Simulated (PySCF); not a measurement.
# Quadrupole coupling of hydrogen isocyanide: levels of theory against gas-phase measurements

Values to reproduce (atoms as numbered below): 14N at N2: χzz = 0.2645 MHz [1].
[1] measured, gas; W. C. Bailey, Calculation of NQCC in Gaseous State Molecules (compilation of microwave values)

Species: hydrogen isocyanide, CHN.
Z-matrix (Å and degrees, GFN2-xTB geometry), rows numbered from 1:
```
C 
N   1  1.1584
H   2  0.9976  1  179.99
```

**Question.** What do the calculations give?

**Answer.** PySCF, non-relativistic, all at one geometry, with Q(14N) = 0.02044 b:

```
        level  functions  14N N2 (MHz)  computed/reference − 1 (%)
  B3LYP/pcJ-1         64         0.724                      +173.9
PBE0/pcSseg-1         39         0.572                      +116.4
```

Closest here is PBE0/pcSseg-1 (116.4 % unsigned error), furthest B3LYP/pcJ-1 (173.9 %); one molecule doesn't rank methods. The miss is large at every level shown, and its cause wasn't examined. Computed values are for fixed nuclei, while measured ones can include vibrational averaging. GFN2-xTB bond lengths can be off by several hundredths of an ångström, more for odd bonds, and the gradients follow them.
